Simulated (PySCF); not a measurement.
**Vertical excitation energies**

Compound: 1,4-butanediol, C4H10O2.
SMILES: `C(CCO)CO`

The calculation used TDDFT wB97X-D/def2-SVPD, vertical, gas phase, core orbitals frozen in the response (PySCF 2.14.0, density-fitted response routines). Isolated species at its PBE0-D3(BJ)/def2-SVP geometry (one conformer only).

Q: What does the calculation give for the low-lying excited states?

A: 

| state | E (eV) | λ (nm) | f | main configurations (H = HOMO, L = LUMO) |
| --- | --- | --- | --- | --- |
| S1 | 7.29 | 170.1 | 0.0063 | H→L+1 (71%), H→L (21%) |
| S2 | 7.31 | 169.5 | 0.0059 | H-1→L (73%), H-1→L+1 (12%) |
| S3 | 8.44 | 147.0 | 0.030 | H→L (44%), H→L+2 (15%), H→L+4 (14%) |
| S4 | 8.54 | 145.1 | 0.016 | H-1→L+2 (66%), H→L+2 (10%) |
| S5 | 8.61 | 143.9 | 0.047 | H→L+2 (30%), H-2→L (21%), H-1→L+2 (14%) |
| S6 | 8.71 | 142.3 | 0.0013 | H-2→L (39%), H→L+3 (11%) |

The lowest singlet lies at 7.29 eV (170 nm, vacuum ultraviolet) and is weak; its leading configuration is HOMO→LUMO+1 (71%). The most intense listed level is S5 at 8.61 eV (144 nm, f = 0.047), 1.32 eV above S1. Löwdin shares by element: HOMO oxygen 57% or more, carbon 25% or more, hydrogen 8% or more; LUMO carbon 22% or more, oxygen 18% or more, hydrogen 11% or more (atoms not listed hold the other 49%). Of the 6 states listed, 3 reach f = 0.01 and none stays under 0.0005. The listed states span 1.42 eV, and the widest gap between neighbours is 1.12 eV (S2 to S3). Orbital energies (eV): HOMO-3 -11.50, HOMO-2 -10.79, HOMO-1 -9.99, HOMO -9.80, LUMO 2.10, LUMO+1 2.47, LUMO+2 2.77. Singlets were solved by full linear response.

Without π bonds the low states are Rydberg-like; a valence basis with one diffuse set may place them up to an eV too high.
